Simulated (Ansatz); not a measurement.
**C3H7FN (charge +1): ranking of conformers, by script**

A script is to give a ranking of conformers; the system is C3H7FN (charge +1). SMILES: C=C(F)C[NH3+].

Computed with Ansatz 0.2.0 through its Python package. Level of theory: PBE/cc-pVDZ.

**1. The structure**

The script builds its own geometries from the SMILES C=C(F)C[NH3+].

The script holds or builds the structure itself.

**2. The code**

c3h7fn_conformers.py

```python
# -*- coding: utf-8 -*-
"""Rank force-field conformers of C3H7FN(+) by single points."""

import ansatz
from rdkit import Chem
from rdkit.Chem import AllChem

rd = Chem.AddHs(Chem.MolFromSmiles("C=C(F)C[NH3+]"))
ids = list(AllChem.EmbedMultipleConfs(rd, numConfs=20, randomSeed=477, pruneRmsThresh=0.4))
field = [energy for _, energy in AllChem.MMFFOptimizeMoleculeConfs(rd)]
distinct = {round(e, 2): i for i, e in zip(ids, field)}
chosen = sorted(distinct.items())[:5]
found = []
for force_field, index in chosen:
    c3h7fn = ansatz.Crystal.molecule()
    for atom, xyz in zip(rd.GetAtoms(), rd.GetConformer(index).GetPositions()):
        c3h7fn = c3h7fn.atom(atom.GetSymbol(), xyz.round(5).tolist())
    model = (
        c3h7fn.calculation()
        .basis(gaussian="cc-pVDZ")
        .functional("pbe")
        .charge(1)
    )
    found.append(model.run(threads=1, pin="off").report["free_energy_ev"])
print("conformer   MMFF (kcal/mol)   this level (eV)")
for (force_field, index), e in zip(chosen, found):
    print(f"{index:9d} {force_field - chosen[0][0]:17.2f} {(e - min(found)):17.3f}")
```

**3. The calls as engine input**

The package turns the script's settings into the engine's input (first run):

```yaml
crystal:
  periodic: [false, false, false]
  atoms:
    - { symbol: C, position_ang: [1.94671, -0.48584, 0.16265] }
    - { symbol: C, position_ang: [0.62019, -0.64094, 0.22796] }
    - { symbol: F, position_ang: [0.13337, -1.46765, 1.18227] }
    - { symbol: C, position_ang: [-0.37478, 0.05943, -0.64027] }
    - { symbol: "N", position_ang: [-1.44282, 0.68993, 0.17296] }
    - { symbol: H, position_ang: [2.42984, 0.16181, -0.56242] }
    - { symbol: H, position_ang: [2.59398, -1.03161, 0.84564] }
    - { symbol: H, position_ang: [-0.8706, -0.6547, -1.30408] }
    - { symbol: H, position_ang: [0.076, 0.85654, -1.23897] }
    - { symbol: H, position_ang: [-1.89777, -0.01936, 0.76375] }
    - { symbol: H, position_ang: [-1.05254, 1.40192, 0.80257] }
    - { symbol: H, position_ang: [-2.16157, 1.13047, -0.41205] }
basis:
  gaussian:
    orbitals: cc-pVDZ
hamiltonian:
  xc: pbe
total_charge: 1.0
```

**4. Launch**

Launch:

```bash
$ python c3h7fn_conformers.py
```

Q: Predict the main results. Wanted: lowest; next above it by.

As calculated:

```
        quantity     value
   runs compared         2
          lowest     run 1
next above it by  0.217 eV
```

What this shows: The structures are force-field minima, not relaxed at this level. Of those tried, run 1 is lowest; run 2 lies 0.217 eV above it. The conformers keep their force-field geometries.
